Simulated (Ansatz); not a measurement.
## C3H5NS, SMILES CC1N=C1S: a ladder of methods at one geometry, step by step

Computed with Ansatz's Python interface.

The cells in order, each with its output:

**Cell 1**
```python
from pathlib import Path

import ansatz as az
import numpy as np
```

**Cell 2**
```python
mol = (
    az.Crystal.molecule()
    .atom("C", [-1.1319, -0.912, 0.1382])
    .atom("C", [-0.0339, -0.0757, 0.6273])
    .atom("N", [1.3646, -0.477, 0.0555])
    .atom("C", [0.9397, 0.6501, -0.1748])
    .atom("S", [1.076, 2.0697, -0.9629])
    .atom("H", [-2.1212, -0.3777, 0.4223])
    .atom("H", [-1.1464, -0.9486, -0.9613])
    .atom("H", [-1.1198, -1.8595, 0.5415])
    .atom("H", [-0.0295, 0.0825, 1.7428])
    .atom("H", [2.2855, 1.7972, -1.4256])
)
```

**Cell 3**
```python
setup = mol.calculation().basis(gaussian="cc-pVDZ")
```

**Cell 4**
```python
print("functional    E (Ha)        dipole (D)   HOMO (eV)  LUMO (eV)")
for name in ["hse06", "pbe0", "r2scan", "r2scan0", "cam_b3lyp", "blyp"]:
    r = setup.functional(name).forces().orbitals().run(threads=1, runs_dir="runs").report
    lines = Path(r["orbitals_path"]).read_text().splitlines()
    field_of = lambda key: [line.split("=")[1].strip() for line in lines if line.startswith(key)]
    orbitals = [(27.211386 * float(e), s, float(n)) for e, s, n in zip(field_of("Ene="), field_of("Spin="), field_of("Occup="))]
    homo = max(e for e, _, n in orbitals if n > 0.5)
    lumo = min(e for e, _, n in orbitals if n < 0.5)
    dipole = 4.803205 * np.linalg.norm(r["charge_distribution"]["dipole_moment_e_ang"])
    print(f"{name:10s} {r['free_energy_ev'] / 27.211386246:14.6f} {dipole:9.3f} {homo:11.3f} {lumo:10.3f}")
```
Output:
```text
functional    E (Ha)        dipole (D)   HOMO (eV)  LUMO (eV)
hse06         -569.836133     1.588      -6.738     -0.097
pbe0          -569.852872     1.587      -7.139      0.291
r2scan        -570.067195     1.602      -6.104     -0.599
r2scan0       -570.042070     1.631      -7.309      0.374
cam_b3lyp     -570.100265     1.614      -8.428      1.543
blyp          -570.106932     1.582      -5.651     -0.555
```

Reading the output:
- Total energies depend on the basis set; only differences at equal settings carry meaning.
- The geometry is a force-field or estimated start, not a minimum of this method, and the basis set is short of its limit. A lower total doesn't mark the better method: functionals have no common bound, and MP2 and coupled cluster aren't variational.
- Levels such as HOMO and LUMO are orbital energies: with these approximate functionals they aren't the ionisation energy and electron affinity, and their gap isn't the fundamental gap.
- For Al to Cl the sets with a tight d function, cc-pV(X+d)Z, are usual.
- hse06 follows the composition of plane-wave codes, whose totals differ by tens of mHa, up to about 0.1 Ha, from the form usual in Gaussian-basis programs (wpbeh).
- Run time: 34 s on 1 thread of Arm Neoverse V2, on a shared host, peak memory 0.29 GiB.
